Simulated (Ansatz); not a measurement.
AlH2OS, SMILES [OH][Al][SH], a rigid scan of one bond length

Program: Ansatz 0.2.0 through its Python package.

Interactive session:
```pycon
>>> import ansatz as az
>>> import numpy as np
>>> params = {
...     'basis': '6-31G*',
...     'functional': 'HF',
... }
>>> GEOMETRY = '''
... O    -1.02360   -1.44690    0.23200
... Al    0.17680   -0.54210   -0.80640
... S     1.71620    0.76680    0.16930
... H    -1.74850   -0.74870    0.28270
... H     0.92900    1.89720    0.08100
... '''
>>> system = az.Crystal.molecule()
>>> for line in GEOMETRY.strip().splitlines():
...     symbol, *xyz = line.split()
...     system = system.atom(symbol, [float(v) for v in xyz])
...
>>> symbols = [site.symbol for site in system.cartesian_sites]
>>> start = np.array([site.position_ang for site in system.cartesian_sites])
>>> axis = (start[3] - start[0]) / np.linalg.norm(start[3] - start[0])
>>> moving = [3]
>>> lengths, energies = [0.86, 0.93, 1.01, 1.11, 1.26, 1.51, 1.81, 2.22], []
>>> for length in lengths:
...     xyz = start.copy()
...     xyz[moving] += (length - np.linalg.norm(start[3] - start[0])) * axis
...     point = az.Crystal.molecule()
...     for symbol, place in zip(symbols, xyz):
...         point = point.atom(symbol, place.tolist())
...     calculation = (
...         point.calculation()
...         .basis(gaussian=params['basis'])
...         .functional(params['functional'])
...         .spin('collinear', total=1)
...     )
...     report = calculation.run().report
...     energies.append(report['free_energy_ev'])
...     print(f'r = {length:6.3f} A  E = {energies[-1]:.5f} eV  <S^2> = {abs(report["mean_field"]["state"]["spin_squared"]):.3f}')
...
r =  0.860 A  E = -19468.90586 eV  <S^2> = 0.757
r =  0.930 A  E = -19469.20506 eV  <S^2> = 0.757
r =  1.010 A  E = -19469.15045 eV  <S^2> = 0.757
r =  1.110 A  E = -19468.74994 eV  <S^2> = 0.757
r =  1.260 A  E = -19467.84917 eV  <S^2> = 0.758
r =  1.510 A  E = -19466.52132 eV  <S^2> = 1.194
r =  1.810 A  E = -19466.00193 eV  <S^2> = 1.550
r =  2.220 A  E = -19465.88967 eV  <S^2> = 1.714
>>> print('energy above the lowest point (eV):', [round(e - min(energies), 3) for e in energies])
energy above the lowest point (eV): [0.299, 0.0, 0.055, 0.455, 1.356, 2.684, 3.203, 3.315]
```

What to keep in mind:
- Total energies depend on the basis set; only differences at equal settings carry meaning.
- The rest of the molecule is held rigid at a force-field or estimated start geometry, and the basis set is modest; single-reference methods fail as a bond breaks.
- The species is open-shell (spin multiplicity 2).
- The expectation value of S² is noticeably off S(S+1) in at least one run, so that state is spin-contaminated.
- Hartree-Fock leaves correlation out, so bond, atomisation and ionisation energies come out well too low.
- Hardware and time: 14 s on 1 thread of Arm Neoverse V2 (shared host), peak memory 0.2 GiB.

(Lines on the test bed's own set-up are left out of the output.)
